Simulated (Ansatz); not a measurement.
`C[S][Na]`, charge 0, multiplicity 1.

**Question.** Give a relaxed structure at PBE0-D4/def2-TZVP (the Gaussian-basis code of Ansatz). (Estimate.)

**Answer.** Ansatz gave: 
```xyz
6

C     0.2437   -0.5795    0.1977
S     0.6087    1.1958    0.0117
Na   -1.4072    2.2732   -0.9461
H     1.1189   -1.0702    0.6286
H     0.0348   -1.0599   -0.7608
H    -0.5990   -0.7595    0.8690
```
Point group Cs.
